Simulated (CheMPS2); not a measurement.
# C2H5F (SMILES CCF) at DMRG/STO-6G, part 2 of 2

CheMPS2 1.8.12. Earlier steps stand in the parts before.

## Step 3: The doublet anion: the energy at DMRG/STO-6G

File integrals.py:

```python
from pyscf import ao2mo, cc, dft, gto, mcscf, mp, scf
from pyscf.tools import fcidump

geom = [
    ("C", (-0.431700, 0.566900, -0.264600)),
    ("C", (0.378400, -0.599100, 0.230500)),
    ("F", (1.663300, -0.186400, 0.546500)),
    ("H", (-1.443900, 0.237400, -0.512600)),
    ("H", (0.018600, 0.998500, -1.160400)),
    ("H", (-0.500300, 1.343000, 0.499800)),
    ("H", (0.464000, -1.381500, -0.529800)),
    ("H", (-0.056300, -1.036000, 1.134800)),
]
mol = gto.M(
    atom=geom,
    basis="sto-6g",
    charge=-1,
    spin=1,
    verbose=4,
    max_memory=2000,
)
print("nao = %d" % (mol.nao))
mf = scf.ROHF(mol)
mf.conv_tol = 1e-10
mf.max_cycle = 200
mf.kernel()
if not mf.converged:
    mf = mf.newton().run(mf.mo_coeff, mf.mo_occ)
print(f"SCF energy = {mf.e_tot:.10f}")
ref = scf.UHF(mol).run(mf.make_rdm1(), conv_tol=1e-10)
pt = mp.MP2(ref, frozen=3).run()
mycc = cc.CCSD(ref, frozen=3)
mycc.max_cycle = 150
mycc.kernel()
print(f"MP2 total energy = {pt.e_tot:.10f}")
if mycc.converged:
    print(f"CCSD total energy = {mycc.e_tot:.10f}")
    print("E(CCSD(T)) = %.10f" % (mycc.e_tot + mycc.ccsd_t()))
ks = dft.UKS(mol, xc="revpbe").set(conv_tol=1e-9, verbose=3).run(mf.make_rdm1())
if ks.converged:
    print("E(revPBE) = %.8f" % (ks.e_tot))
ks = dft.UKS(mol, xc="hse06").set(conv_tol=1e-9, verbose=3).run(mf.make_rdm1())
if ks.converged:
    print("E(HSE06) = %.8f" % (ks.e_tot))
ks = dft.UKS(mol, xc="bhandhlyp").set(conv_tol=1e-9, verbose=3).run(mf.make_rdm1())
if ks.converged:
    print("E(BHLYP) = %.8f" % (ks.e_tot))
ks = dft.UKS(mol, xc="blyp").set(conv_tol=1e-9, verbose=3).run(mf.make_rdm1())
if ks.converged:
    print("E(BLYP) = %.8f" % (ks.e_tot))
cas = mcscf.CASCI(mf, 17, 21)
h1, ecore = cas.get_h1eff()
fcidump.from_integrals("FCIDUMP", h1, cas.get_h2eff(), 17, 21, nuc=ecore, ms=1)
```

File dmrg.input:

```
FCIDUMP = FCIDUMP
GROUP = 0
MULTIPLICITY = 2
NELECTRONS = 21
IRREP = 0
EXCITATION = 0
SWEEP_STATES = 62, 125, 250, 250
SWEEP_ENERGY_CONV = 1e-04, 1e-04, 1e-04, 1e-06
SWEEP_MAX_SWEEPS = 2, 3, 3, 6
SWEEP_NOISE_PREFAC = 0.05, 0.05, 0.005, 0.0
SWEEP_DVDSON_RTOL = 3e-05, 3e-05, 3e-05, 3e-06
NOCC = 0
NACT = 17
NVIR = 0
MOLCAS_FIEDLER = TRUE
PRINT_CORR = TRUE
TMP_FOLDER = .
```

Started as:

```console
python integrals.py && chemps2 --file=dmrg.input
```

The program printed:

```text
$ python integrals.py

[INPUT] verbose = 4
[INPUT] num. atoms = 8
[INPUT] num. electrons = 27
[INPUT] charge = -1
[INPUT] spin (= nelec alpha-beta = 2S) = 1
[INPUT] symmetry False subgroup None
[INPUT] Mole.unit = angstrom
[INPUT] Symbol           X                Y                Z      unit          X                Y                Z       unit  Magmom
[INPUT]  1 C     -0.431700000000   0.566900000000  -0.264600000000 AA   -0.815794767975   1.071285740016  -0.500021532560 Bohr   0.0
[INPUT]  2 C      0.378400000000  -0.599100000000   0.230500000000 AA    0.715072365535  -1.132134921227   0.435581871712 Bohr   0.0
[INPUT]  3 F      1.663300000000  -0.186400000000   0.546500000000 AA    3.143181462989  -0.352244949619   1.032735327075 Bohr   0.0
[INPUT]  4 H     -1.443900000000   0.237400000000  -0.512600000000 AA   -2.728575551259   0.448620981972  -0.968673611452 Bohr   0.0
[INPUT]  5 H      0.018600000000   0.998500000000  -1.160400000000 AA    0.035148905917   1.886891535378  -2.192838194945 Bohr   0.0
[INPUT]  6 H     -0.500300000000   1.343000000000   0.499800000000 AA   -0.945429980120   2.537902185291   0.944485117058 Bohr   0.0
[INPUT]  7 H      0.464000000000  -1.381500000000  -0.529800000000 AA    0.876832921798  -2.610656641087  -1.001176900795 Bohr   0.0
[INPUT]  8 H     -0.056300000000  -1.036000000000   1.134800000000 AA   -0.106391580813  -1.957756265049   2.144461206156 Bohr   0.0

nuclear repulsion = 79.4159691566284
number of shells = 14
number of NR pGTOs = 120
number of NR cGTOs = 20
basis = sto-6g
ecp = {}
CPU time:         0.41
nao = 20

******** <class 'pyscf.scf.rohf.ROHF'> ********
method = ROHF
initial guess = minao
damping factor = 0
level_shift factor = 0
DIIS = <class 'pyscf.scf.diis.CDIIS'>
diis_start_cycle = 1
diis_space = 8
diis_damp = 0
SCF conv_tol = 1e-10
SCF conv_tol_grad = None
SCF max_cycles = 200
direct_scf = True
direct_scf_tol = 1e-13
chkfile to save SCF result = tmplr657gh6
max_memory 2000 MB (current use 107 MB)
num. doubly occ = 13  num. singly occ = 1
Set gradient conv threshold to 1e-05
init E= -177.618672090594
[... the frontier-level lines of each cycle are left out ...]
cycle= 1 E= -176.832167532017  delta_E= 0.787  |g|= 0.352  |ddm|= 2.63
cycle= 2 E= -176.907082904436  delta_E= -0.0749  |g|= 0.109  |ddm|= 1.33
cycle= 3 E= -176.916298061246  delta_E= -0.00922  |g|= 0.0514  |ddm|= 0.465
cycle= 4 E= -176.917680943903  delta_E= -0.00138  |g|= 0.0232  |ddm|= 0.0834
cycle= 5 E= -176.918418567272  delta_E= -0.000738  |g|= 0.0118  |ddm|= 0.125
cycle= 6 E= -176.918633663675  delta_E= -0.000215  |g|= 0.00281  |ddm|= 0.0875
cycle= 7 E= -176.918651568633  delta_E= -1.79e-05  |g|= 0.00157  |ddm|= 0.0209
cycle= 8 E= -176.91866062822  delta_E= -9.06e-06  |g|= 0.000392  |ddm|= 0.0253
cycle= 9 E= -176.918660960656  delta_E= -3.32e-07  |g|= 0.000101  |ddm|= 0.00462
cycle= 10 E= -176.918660975082  delta_E= -1.44e-08  |g|= 4.23e-05  |ddm|= 0.000718
cycle= 11 E= -176.918660978279  delta_E= -3.2e-09  |g|= 1.11e-05  |ddm|= 0.000341
cycle= 12 E= -176.918660978614  delta_E= -3.35e-10  |g|= 3.07e-06  |ddm|= 0.000114
cycle= 13 E= -176.918660978635  delta_E= -2.13e-11  |g|= 7.93e-07  |ddm|= 3.52e-05
Extra cycle  E= -176.918660978636  delta_E= -3.41e-13  |g|= 2.29e-07  |ddm|= 2.37e-06
converged SCF energy = -176.918660978636
SCF energy = -176.9186609786

******** <class 'pyscf.scf.uhf.UHF'> ********
method = UHF
initial guess = minao
damping factor = 0
level_shift factor = 0
DIIS = <class 'pyscf.scf.diis.CDIIS'>
diis_start_cycle = 1
diis_space = 8
diis_damp = 0
SCF conv_tol = 1e-10
SCF conv_tol_grad = None
SCF max_cycles = 50
direct_scf = True
direct_scf_tol = 1e-13
chkfile to save SCF result = tmp0zbwfbf9
max_memory 2000 MB (current use 113 MB)
number electrons alpha = 14  beta = 13
Set gradient conv threshold to 1e-05
init E= -176.918660978636
cycle= 1 E= -176.921471813072  delta_E= -0.00281  |g|= 0.0234  |ddm|= 0.0952
cycle= 2 E= -176.922143540098  delta_E= -0.000672  |g|= 0.0133  |ddm|= 0.0471
cycle= 3 E= -176.922497127428  delta_E= -0.000354  |g|= 0.00403  |ddm|= 0.0576
cycle= 4 E= -176.922537383956  delta_E= -4.03e-05  |g|= 0.00114  |ddm|= 0.0258
cycle= 5 E= -176.922540909935  delta_E= -3.53e-06  |g|= 0.000478  |ddm|= 0.00788
cycle= 6 E= -176.922541640349  delta_E= -7.3e-07  |g|= 0.000239  |ddm|= 0.00379
cycle= 7 E= -176.922541894148  delta_E= -2.54e-07  |g|= 0.000125  |ddm|= 0.00269
cycle= 8 E= -176.92254198171  delta_E= -8.76e-08  |g|= 5.02e-05  |ddm|= 0.00199
cycle= 9 E= -176.922541995001  delta_E= -1.33e-08  |g|= 2.11e-05  |ddm|= 0.000831
cycle= 10 E= -176.92254199662  delta_E= -1.62e-09  |g|= 1.05e-05  |ddm|= 0.00022
cycle= 11 E= -176.922541997047  delta_E= -4.27e-10  |g|= 2.95e-06  |ddm|= 0.000114
cycle= 12 E= -176.92254199708  delta_E= -3.26e-11  |g|= 1.64e-06  |ddm|= 2.77e-05
Extra cycle  E= -176.922541997086  delta_E= -5.97e-12  |g|= 1.18e-06  |ddm|= 8.03e-06
converged SCF energy = -176.922541997086  <S^2> = 0.76315583  2S+1 = 2.0131128

******** <class 'pyscf.mp.ump2.UMP2'> ********
nocc = (np.int64(11), np.int64(10)), nmo = (17, 17)
frozen orbitals 3
max_memory 2000 MB (current use 122 MB)
E(UMP2) = -177.028405657131  E_corr = -0.105863660045066
E(SCS-UMP2) = -177.038788492284  E_corr = -0.116246495198113
E_corr(same-spin) = -0.0124498809876542
E_corr(oppo-spin) = -0.0934137790574123

******** <class 'pyscf.cc.uccsd.UCCSD'> ********
CC2 = 0
CCSD nocc = (np.int64(11), np.int64(10)), nmo = (17, 17)
frozen orbitals 3
max_cycle = 150
direct = 0
conv_tol = 1e-07
conv_tol_normt = 1e-06
diis_space = 6
diis_start_cycle = 0
diis_start_energy_diff = 1e+09
max_memory 2000 MB (current use 122 MB)
Init t2, MP2 energy = -0.105863661514614
[... 19 lines left out ...]
UCCSD converged
[... 1 line left out ...]
MP2 total energy = -177.0284056571
CCSD total energy = -177.0692850619
[... 11 lines left out ...]
converged SCF energy = -177.862304354571  <S^2> = 0.75093933  2S+1 = 2.0009391
[... 10 lines left out ...]
converged SCF energy = -177.738437335612  <S^2> = 0.75219794  2S+1 = 2.0021967
[... 10 lines left out ...]
converged SCF energy = -177.816609144946  <S^2> = 0.75469328  2S+1 = 2.0046878
[... 10 lines left out ...]
converged SCF energy = -177.819630951713  <S^2> = 0.75094796  2S+1 = 2.0009477
[... 71 lines left out ...]
***     Minimum energy           = -176.83232423133
***     Maximum discarded weight = 0
[... 34 lines left out ...]
***     Minimum energy           = -176.973644702952
***     Maximum discarded weight = 1.2745646742799e-06
[... 6 lines left out ...]
***     Minimum energy           = -177.048547730266
***     Maximum discarded weight = 4.37201017961107e-05
[... 5 lines left out ...]
***     Minimum energy           = -177.061073560535
***     Maximum discarded weight = 9.60436272675447e-05
[... 7 lines left out ...]
***     Maximum discarded weight during the last sweep     = 9.60436272675447e-05
[... 5 lines left out ...]
***     Minimum energy           = -177.066014396072
***     Maximum discarded weight = 1.04753611976266e-05
[... 5 lines left out ...]
***     Minimum energy           = -177.067912460666
***     Maximum discarded weight = 3.833094463167e-05
[... 6 lines left out ...]
***     Minimum energy           = -177.068497751685
***     Maximum discarded weight = 5.54722828262958e-05
[... 5 lines left out ...]
***     Minimum energy           = -177.06864328471
***     Maximum discarded weight = 6.79090901362778e-05
[... 6 lines left out ...]
***     Minimum energy           = -177.06876318209
***     Maximum discarded weight = 6.51468834826565e-05
[... 5 lines left out ...]
***     Minimum energy           = -177.0687977218
***     Maximum discarded weight = 6.98693141568423e-05
[... 7 lines left out ...]
***     Maximum discarded weight during the last sweep     = 6.98693141568423e-05
[... 5 lines left out ...]
***     Minimum energy           = -177.070291889469
***     Maximum discarded weight = 7.13486206592323e-06
[... 5 lines left out ...]
***     Minimum energy           = -177.070794909911
***     Maximum discarded weight = 2.3774074610683e-05
[... 6 lines left out ...]
***     Minimum energy           = -177.071024288248
***     Maximum discarded weight = 2.78448996088592e-05
[... 5 lines left out ...]
***     Minimum energy           = -177.071069521024
***     Maximum discarded weight = 2.98665574141977e-05
[... 6 lines left out ...]
***     Minimum energy           = -177.07109126166
***     Maximum discarded weight = 2.99787866360644e-05
[... 5 lines left out ...]
***     Minimum energy           = -177.071095978159
***     Maximum discarded weight = 3.07880481143495e-05
[... 7 lines left out ...]
***     Maximum discarded weight during the last sweep     = 3.07880481143495e-05
[... 5 lines left out ...]
***     Minimum energy           = -177.071099790598
***     Maximum discarded weight = 3.11447072704134e-05
[... 5 lines left out ...]
***     Minimum energy           = -177.071102091066
***     Maximum discarded weight = 3.1308281511057e-05
[... 6 lines left out ...]
***     Minimum energy           = -177.071103054211
***     Maximum discarded weight = 3.17239226097722e-05
[... 5 lines left out ...]
***     Minimum energy           = -177.071103755379
***     Maximum discarded weight = 3.17421899512338e-05
[... 7 lines left out ...]
***     Maximum discarded weight during the last sweep     = 3.17421899512338e-05
[... 18 lines left out ...]
Spin correlation function = 4 * ( < S_i^z S_j^z > - < S_i^z > * < S_j^z > )
Hamiltonian index order is used!

   Columns 1 to 8

    0.001574   -0.000027   -0.000089   -0.000034   -0.000033   -0.000114   -0.000091   -0.000375
   -0.000027    0.011445   -0.001174   -0.002009   -0.002134   -0.001789   -0.001121   -0.000436
   -0.000089   -0.001174    0.013934   -0.001645   -0.000816   -0.002267   -0.002631   -0.000986
[... 13 lines of this table left out ...]
    0.000037    0.000307    0.000679   -0.001436    0.000011    0.000412   -0.002632    0.000139

   Columns 9 to 16

   -0.000014   -0.000010   -0.000440    0.000006   -0.000003   -0.000003   -0.000036    0.000031
   -0.000414   -0.000067   -0.000388    0.000366   -0.001011    0.000649   -0.001703    0.000091
   -0.000352   -0.000656   -0.000620    0.000163   -0.000748    0.000293   -0.001520   -0.000449
[... 13 lines of this table left out ...]
    0.000076   -0.001492   -0.000238   -0.003788   -0.001157   -0.000987   -0.002055   -0.004100

   Columns 17 to 17

    0.000037
    0.000307
    0.000679
   -0.001436
    0.000011
    0.000412
   -0.002632
    0.000139
    0.000076
   -0.001492
   -0.000238
   -0.003788
   -0.001157
   -0.000987
   -0.002055
   -0.004100
    0.016473

--------------------------------------------------------
Spin-flip correlation function = < S_i^+ S_j^- > + < S_i^- S_j^+ >
Hamiltonian index order is used!

   Columns 1 to 8

    0.001574   -0.000027   -0.000089   -0.000034   -0.000033   -0.000114   -0.000091   -0.000375
   -0.000027    0.011445   -0.001174   -0.002009   -0.002134   -0.001789   -0.001121   -0.000436
   -0.000089   -0.001174    0.013934   -0.001645   -0.000816   -0.002267   -0.002631   -0.000986
[... 13 lines of this table left out ...]
    0.000037    0.000307    0.000679   -0.001436    0.000011    0.000412   -0.002632    0.000139

   Columns 9 to 16

   -0.000014   -0.000010   -0.000440    0.000006   -0.000003   -0.000003   -0.000036    0.000031
   -0.000414   -0.000067   -0.000388    0.000366   -0.001011    0.000649   -0.001703    0.000091
   -0.000352   -0.000656   -0.000620    0.000163   -0.000748    0.000293   -0.001520   -0.000449
[... 13 lines of this table left out ...]
    0.000076   -0.001492   -0.000238   -0.003788   -0.001157   -0.000987   -0.002055   -0.004100

   Columns 17 to 17

    0.000037
    0.000307
    0.000679
   -0.001436
    0.000011
    0.000412
   -0.002632
    0.000139
    0.000076
   -0.001492
   -0.000238
   -0.003788
   -0.001157
   -0.000987
   -0.002055
   -0.004100
    0.016473

--------------------------------------------------------
Density correlation function = < n_i n_j > - < n_i > * < n_j >
Hamiltonian index order is used!

   Columns 1 to 8

    0.002081    0.000028    0.000086    0.000041    0.000032    0.000151    0.000103    0.000374
    0.000028    0.016641    0.001194    0.002196    0.002359    0.001993    0.001167    0.000476
    0.000086    0.001194    0.020434    0.001823    0.000912    0.002549    0.002783    0.001121
[... 13 lines of this table left out ...]
   -0.000258   -0.001555   -0.004615   -0.009081   -0.000978   -0.002923   -0.014517   -0.002254

   Columns 9 to 16

    0.000074    0.000064   -0.000672   -0.000077   -0.000080   -0.000837   -0.000643   -0.000468
    0.000466    0.000053    0.000399   -0.003620   -0.007874   -0.004087   -0.008560   -0.001277
    0.000371    0.000644   -0.000043   -0.003132   -0.006558   -0.002396   -0.006245   -0.008927
[... 13 lines of this table left out ...]
   -0.000943   -0.005092   -0.000831    0.003868    0.001318    0.001834    0.002680    0.004402

   Columns 17 to 17

   -0.000258
   -0.001555
   -0.004615
   -0.009081
   -0.000978
   -0.002923
   -0.014517
   -0.002254
   -0.000943
   -0.005092
   -0.000831
    0.003868
    0.001318
    0.001834
    0.002680
    0.004402
    0.028946

--------------------------------------------------------
Singlet diradical correlation function = < d_i,up d_j,down > + < d_i,down d_j,up > - < d_i,up > * < d_j,down > - < d_i,down > * < d_j,up >
Hamiltonian index order is used!

   Columns 1 to 8

   -0.000001    0.000028    0.000088    0.000037    0.000035    0.000131    0.000097    0.000377
    0.000028   -0.000065    0.001174    0.002070    0.002220    0.001857    0.001133    0.000453
    0.000088    0.001174   -0.000097    0.001707    0.000858    0.002367    0.002679    0.001052
[... 13 lines of this table left out ...]
    0.000073    0.000464    0.001356    0.003803    0.000415    0.001010    0.005267    0.000866

   Columns 9 to 16

    0.000043    0.000036   -0.000022    0.000029    0.000034    0.000304    0.000229    0.000123
    0.000436    0.000061   -0.000329    0.001070    0.002292    0.001082    0.003066    0.000420
    0.000360    0.000648   -0.000647    0.001076    0.001844    0.000853    0.002797    0.002018
[... 13 lines of this table left out ...]
    0.000346    0.002331   -0.001462    0.003797    0.001227    0.001383    0.002318    0.004196

   Columns 17 to 17

    0.000073
    0.000464
    0.001356
    0.003803
    0.000415
    0.001010
    0.005267
    0.000866
    0.000346
    0.002331
   -0.001462
    0.003797
    0.001227
    0.001383
    0.002318
    0.004196
   -0.000136

--------------------------------------------------------
Two-orbital mutual information = 0.5 * ( s1(i) + s1(j) - s2(i,j) ) * ( 1 - delta(i,j) )
Hamiltonian index order is used!

   Columns 1 to 8

    0           0.000047    0.000189    0.000025    0.000034    0.000155    0.000107    0.001803
    0.000047    0           0.001822    0.003801    0.004572    0.003016    0.001625    0.000488
    0.000189    0.001822    0           0.002564    0.001106    0.004187    0.005013    0.001794
[... 13 lines of this table left out ...]
    0.000176    0.001179    0.005041    0.012084    0.000538    0.002304    0.021843    0.001667

   Columns 9 to 16

    0.000085    0.000076    0.002279    0.000027    0.000028    0.000740    0.000523    0.000350
    0.000698    0.000041    0.000473    0.003885    0.008931    0.003473    0.009913    0.000676
    0.000533    0.001143    0.001683    0.002670    0.006272    0.001273    0.006468    0.009733
[... 13 lines of this table left out ...]
    0.000581    0.007529    0.002181    0.008571    0.001391    0.001051    0.002951    0.008090

   Columns 17 to 17

    0.000176
    0.001179
    0.005041
    0.012084
    0.000538
    0.002304
    0.021843
    0.001667
    0.000581
    0.007529
    0.002181
    0.008571
    0.001391
    0.001051
    0.002951
    0.008090
    0

--------------------------------------------------------
```

Run time: 5.4 min. Hardware: 1 thread of Arm Neoverse V2, shared host; peak memory 0.2 GiB.

## Step 4: What came out

This closing draws on all 2 parts.

At DMRG/STO-6G, 3 core orbitals frozen:

```
                                          quantity          value
                  run 1, DMRG/STO-6G: total energy  -177.59553 Eh
run 1, DMRG/STO-6G: T1 diagnostic of the CCSD step          0.005
                       doublet anion: total energy  -177.07110 Eh
 vertical electron affinity (to the doublet anion)     -14.270 eV
```

**Reading.** The anion lies 14.27 eV (329 kcal/mol) above the neutral: the electron isn't bound at this level, and such a value depends on the basis. Without diffuse functions anions come out too high. In a minimal basis such a difference can be off by several eV, whatever the method.
